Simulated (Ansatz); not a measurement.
# H2OSSi (SMILES O1[SiH2]S1): single points off equilibrium

One table from this session's results is given with a row withheld; the runs are named, their logs left out.

The runs use Ansatz 0.2.0, Gaussian basis; single points in def2-TZVPP.

Cores are frozen in the correlated methods. B3LYP uses VWN-RPA correlation.

**The starting structure**

SMILES `O1[SiH2]S1`, 5 atoms, charge 0, spin multiplicity 1.

Atoms are counted from 1 here; the program's logs count them from 0.

Bond lengths: O1–Si2 1.676 Å, O1–S3 1.872 Å, Si2–S3 2.064 Å, Si2–H4 1.557 Å, Si2–H5 1.437 Å. Angles: Si2–O1–S3 70.9°, O1–Si2–S3 59.0°, O1–Si2–H4 106.7°, O1–Si2–H5 131.5°, S3–Si2–H4 119.0°, S3–Si2–H5 126.2°, H4–Si2–H5 107.4°, O1–S3–Si2 50.1°.

Coordinates:

```mol
H2OSSi
  3D, bonds by distance, orders not assigned

  5  5  0  0  0  0  0  0  0  0999 V2000
   -0.0791   -0.3669    1.3815 O   0  0
   -0.0967    0.2189   -0.1887 Si  0  0
    1.3027   -1.1754    0.4109 S   0  0
   -1.4240   -0.2738   -0.8359 H   0  0
    0.1813    1.5251   -0.7201 H   0  0
  1  2  8  0
  1  3  8  0
  2  3  8  0
  2  4  8  0
  2  5  8  0
M  END
```

Set-up of the first run:

Input file run/in.yaml:

```yaml
crystal:
  periodic: [false, false, false]
  atoms:
    - {symbol: O, position_ang: [-0.079100, -0.366900, 1.381500]}
    - {symbol: Si, position_ang: [-0.096700, 0.218900, -0.188700]}
    - {symbol: S, position_ang: [1.302700, -1.175400, 0.410900]}
    - {symbol: H, position_ang: [-1.424000, -0.273800, -0.835900]}
    - {symbol: H, position_ang: [0.181300, 1.525100, -0.720100]}
basis:
  gaussian: {orbitals: def2-TZVPP}
correlation: {method: ccsd_t}
output: {forces: true}
```

The command line of these runs was not kept.

Steps of the session up to this table: CCSD(T)/def2-TZVPP; PBE0-D4/def2-TZVPP; wB97M-V/def2-TZVPP; r2SCAN-D4/def2-TZVPP; PBE-D4/def2-TZVPP; revPBE-D4/def2-TZVPP; B3LYP-D4/def2-TZVPP.

One of the session's tables, all rows but one given; the rest of the session is left out.

```
   method  RMS force component (eV/Å)  angle to CCSD(T) forces (°)  dipole (D)
  CCSD(T)                       0.873                    reference        2.45
  PBE0-D4                           ?                            ?           ?
  wB97M-V                       0.963                         14.4        2.51
r2SCAN-D4                       0.888                          9.2        2.36
   PBE-D4                       0.813                         11.4        2.25
revPBE-D4                       0.803                         14.8        2.22
 B3LYP-D4                       0.885                          5.0        2.48
```

Q: Estimate the row for PBE0-D4 from the others.

As computed: RMS force component (eV/Å): 0.957; angle to CCSD(T) forces (°): 16.6; dipole (D): 2.46. In the column «RMS force component (eV/Å)» it lies between r2SCAN-D4 (0.888) and wB97M-V (0.963).
